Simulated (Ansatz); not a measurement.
## Atomization energy of C$_{3}$H$_{4}$, singlet, from cheap to dear

Geometry (MP2(full)/6-31G*, from the G2/97 set):

```
atom    x (Å)    y (Å)    z (Å)
   C   0.0000   0.0000   0.0000
   C   0.0000   0.0000   1.3112
   C   0.0000   0.0000  -1.3112
   H   0.0000   0.9268   1.8766
   H   0.0000  -0.9268   1.8766
   H   0.9268   0.0000  -1.8766
   H  -0.9268   0.0000  -1.8766
```

Measured, as an electronic atomization energy: 2942.5 kJ/mol (G2/97 heats of formation of molecule and atoms, with zero-point and thermal terms from B3LYP taken off; Curtiss et al., J. Chem. Phys. 106, 1063 (1997), Staroverov et al., J. Chem. Phys. 119, 12129 (2003)). The measured value holds scalar relativity and spin–orbit coupling, which all computed ones lack, and core correlation, which the wave-function levels lack. Atoms are taken at the same level; beside RHF, RMP2 and RCC rows they are unrestricted. The atoms' steps beyond CCSDT(Q) are taken from restricted open-shell runs, which share full CI's core. Ansatz 0.2.0; the 6-31G* set has Cartesian d functions; a miss is computed less measured; times are wall times on shared hosts and scatter by a factor of two or so.

```json
{"level": "RCCSD(T)", "basis": "STO-3G", "miss (kJ/mol)": "39.5", "time of the run": "0.24 s", "hardware": "1 CPU thread"}
{"level": "CISD", "basis": "STO-3G", "miss (kJ/mol)": "-31.2", "time of the run": "0.36 s", "hardware": "1 CPU thread"}
{"level": "PBE", "basis": "STO-3G", "miss (kJ/mol)": "561.0", "time of the run": "0.48 s", "hardware": "1 CPU thread"}
{"level": "BLYP", "basis": "STO-3G", "miss (kJ/mol)": "439.5", "time of the run": "0.48 s", "hardware": "1 CPU thread"}
{"level": "RPA-PBE", "basis": "STO-3G", "miss (kJ/mol)": "-88.7", "time of the run": "0.51 s", "hardware": "1 CPU thread"}
{"level": "B3LYP", "basis": "STO-3G", "miss (kJ/mol)": "418.2", "time of the run": "0.51 s", "hardware": "1 CPU thread"}
{"level": "BLYP", "basis": "cc-pVDZ", "miss (kJ/mol)": "-45.4", "time of the run": "0.57 s", "hardware": "1 CPU thread"}
{"level": "B2PLYP", "basis": "STO-3G", "miss (kJ/mol)": "261.2", "time of the run": "0.72 s", "hardware": "1 CPU thread"}
{"level": "B3LYP", "basis": "cc-pVDZ", "miss (kJ/mol)": "-46.8", "time of the run": "0.73 s", "hardware": "1 CPU thread"}
{"level": "RCCSD(T)", "basis": "cc-pVDZ", "miss (kJ/mol)": "-219.2", "time of the run": "0.78 s", "hardware": "1 CPU thread"}
{"level": "PBE0", "basis": "6-31G", "miss (kJ/mol)": "-27.4", "time of the run": "0.82 s", "hardware": "1 CPU thread"}
{"level": "BCCD(T)", "basis": "6-31G*", "miss (kJ/mol)": "-232.9", "time of the run": "0.85 s", "hardware": "1 CPU thread"}
{"level": "RPA-PBE", "basis": "6-31G", "miss (kJ/mol)": "-508.7", "time of the run": "0.94 s", "hardware": "1 CPU thread"}
{"level": "PBE", "basis": "6-31G*", "miss (kJ/mol)": "84.6", "time of the run": "0.94 s", "hardware": "1 CPU thread"}
{"level": "BLYP", "basis": "6-31G*", "miss (kJ/mol)": "-2.3", "time of the run": "0.94 s", "hardware": "1 CPU thread"}
{"level": "RPA-PBE", "basis": "cc-pVDZ", "miss (kJ/mol)": "-337.0", "time of the run": "0.97 s", "hardware": "1 CPU thread"}
{"level": "r2SCAN", "basis": "STO-3G", "miss (kJ/mol)": "439.9", "time of the run": "0.99 s", "hardware": "1 CPU thread"}
{"level": "RCCSDT(Q)", "basis": "STO-3G", "miss (kJ/mol)": "41.9", "time of the run": "1 s", "hardware": "1 CPU thread"}
{"level": "B2PLYP", "basis": "cc-pVDZ", "miss (kJ/mol)": "-95.3", "time of the run": "1 s", "hardware": "1 CPU thread"}
{"level": "B2PLYP", "basis": "6-31G", "miss (kJ/mol)": "-153.8", "time of the run": "1.1 s", "hardware": "1 CPU thread"}
{"level": "PBE-QIDH", "basis": "6-31G", "miss (kJ/mol)": "-169.0", "time of the run": "1.1 s", "hardware": "1 CPU thread"}
{"level": "PBE0", "basis": "6-31G*", "miss (kJ/mol)": "16.1", "time of the run": "1.1 s", "hardware": "1 CPU thread"}
{"level": "r2SCAN", "basis": "6-31G", "miss (kJ/mol)": "-36.6", "time of the run": "1.3 s", "hardware": "1 CPU thread"}
{"level": "r2SCAN", "basis": "6-31G*", "miss (kJ/mol)": "-0.7", "time of the run": "1.8 s", "hardware": "1 CPU thread"}
{"level": "wB97M-V", "basis": "STO-3G", "miss (kJ/mol)": "498.0", "time of the run": "1.9 s", "hardware": "1 CPU thread"}
{"level": "wB97M-V", "basis": "cc-pVDZ", "miss (kJ/mol)": "-18.4", "time of the run": "2.5 s", "hardware": "1 CPU thread"}
{"level": "PBE", "basis": "cc-pVTZ", "miss (kJ/mol)": "87.2", "time of the run": "2.9 s", "hardware": "H100 + 2 CPU threads"}
{"level": "wB97X-V", "basis": "cc-pVTZ", "miss (kJ/mol)": "-8.3", "time of the run": "3.4 s", "hardware": "H100 + 2 CPU threads"}
{"level": "RPA-PBE", "basis": "cc-pVTZ", "miss (kJ/mol)": "-210.3", "time of the run": "3.5 s", "hardware": "H100 + 2 CPU threads"}
{"level": "B2PLYP", "basis": "cc-pVQZ", "miss (kJ/mol)": "-0.8", "time of the run": "3.5 s", "hardware": "H100 + 2 CPU threads"}
{"level": "PBE0", "basis": "cc-pVQZ", "miss (kJ/mol)": "27.4", "time of the run": "4.5 s", "hardware": "H100 + 2 CPU threads"}
{"level": "BLYP", "basis": "cc-pVQZ", "miss (kJ/mol)": "9.7", "time of the run": "4.5 s", "hardware": "H100 + 2 CPU threads"}
{"level": "B2PLYP", "basis": "cc-pVTZ", "miss (kJ/mol)": "-16.1", "time of the run": "4.6 s", "hardware": "H100 + 2 CPU threads"}
{"level": "BHLYP", "basis": "cc-pVTZ", "miss (kJ/mol)": "-90.6", "time of the run": "5.5 s", "hardware": "H100 + 2 CPU threads"}
{"level": "RPA-PBE", "basis": "cc-pVQZ", "miss (kJ/mol)": "-176.1", "time of the run": "7.5 s", "hardware": "H100 + 2 CPU threads"}
{"level": "RCCSDT(Q)", "basis": "cc-pVDZ", "miss (kJ/mol)": "-216.6", "time of the run": "8.5 s", "hardware": "H100 + 2 CPU threads"}
{"level": "wB97M-V", "basis": "cc-pVQZ", "miss (kJ/mol)": "8.8", "time of the run": "9.5 s", "hardware": "H100 + 2 CPU threads"}
{"level": "RCCSDTQ", "basis": "STO-3G", "miss (kJ/mol)": "41.9", "time of the run": "12 s", "hardware": "1 CPU thread"}
{"level": "RCCSD(T)", "basis": "cc-pVTZ", "miss (kJ/mol)": "-75.3", "time of the run": "17 s (with forces)", "hardware": "H100 + 2 CPU threads"}
{"level": "RCCSDTQ", "basis": "6-31G", "miss (kJ/mol)": "-346.0", "time of the run": "18 s", "hardware": "H100 + 2 CPU threads"}
```

The smallest set from which on each level stays within 1 kcal/mol of its own cc-pVQZ value: RHF none (cc-pVTZ is 1.1 kcal/mol off); PBE cc-pVTZ; r2SCAN cc-pVTZ; B3LYP none (cc-pVTZ is 1.1 kcal/mol off); wB97M-V cc-pVTZ; B2PLYP none (cc-pVTZ is 3.7 kcal/mol off); RMP2 none (cc-pVTZ is 10.1 kcal/mol off); RCCSD(T) none (cc-pVTZ is 9.6 kcal/mol off).
